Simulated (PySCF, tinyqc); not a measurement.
Worked calculation: RHF in the sto-3g basis, for BH, spin multiplicity 1. The lowest restricted solution is unstable here: a spin-polarised one lies 0.0199 hartree lower (PySCF). One step of it, computed by the program tinyqc.

Task: Iteration 3: DIIS coefficients. Solve [B -1; -1 0][c; lambda] = [0; -1] for the coefficients, which sum to one.

B (overlaps of the stored error matrices):
```
                1               2               3
1   2.5436377e-01  -1.3444266e-01  -4.7292290e-02
2  -1.3444266e-01   2.5268651e-01   9.2671553e-02
3  -4.7292290e-02   9.2671553e-02   3.4486380e-02
```

Give: DIIS coefficients.

Result:

DIIS coefficients: -0.0072  -0.5817  1.5888
